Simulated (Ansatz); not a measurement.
```xyz
6

B    -0.227   -0.261    1.079
C     0.074    0.085   -0.350
C     0.316    0.363   -1.502
H    -0.122   -1.389    1.453
H    -0.571    0.594    1.837
H     0.530    0.608   -2.517
```

Total charge 0; spin multiplicity 1.

Problem. List the r2SCAN/def2-TZVPP orbital energies in eV (Ansatz 0.2.0). (Best estimate.)

Solution. The calculation gave: Occupied: -273.73, -273.15, -180.92, -19.91, -15.10, -13.31, -10.10, -9.44, -7.99, -7.09. Lowest empty: -3.06, -0.01, 1.44, 2.01, 2.46, 3.23, 3.59, 4.00.
